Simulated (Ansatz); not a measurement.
A made-up structure of C2H2B, doublet:

B1  (-0.249, 0.312, -0.279)
C2  (0.306, -0.563, 0.315)
C3  (0.896, -1.065, 1.015)
H4  (-0.878, -0.151, -1.186)
H5  (-0.075, 1.467, 0.135)
(Å)

It is relaxed with PBE-D4/def2-SVP and then PBE0-D4/def2-TZVP (Ansatz 0.2.0). Atoms count as bonded within 1.22 times the sum of their covalent radii (H–H: 0.88 Å). The end point is not checked to be a true minimum.

(1) Does its bonding change? (Judge from chemistry; the calculation decides.)

Results:

(1) Computed: No: no bond forms or breaks.

Where it ends: The first stage lowers the energy by 5.83 eV in 7 steps. It ends as C₂H₂B ([BH2][C][C]):
```
5
angstrom
B -0.3078 0.3844 -0.3458
C 0.3937 -0.6578 0.4159
C 1.1029 -1.3234 1.2478
H -0.9780 0.0639 -1.2840
H -0.2108 1.5329 -0.0339
```

Labels in which every atom is bracketed show which atoms are joined, not bond orders.

For scale, one of the runs: PBE0-D4/def2-TZVP relaxation, 105 basis functions, launched by `ansatz run in.yaml --threads 2 --pin off --events-out ev --progress --plain --max-ram 4352MiB`. The run took about 21 s on 2 CPU threads of an Arm Neoverse V1 (shared host).
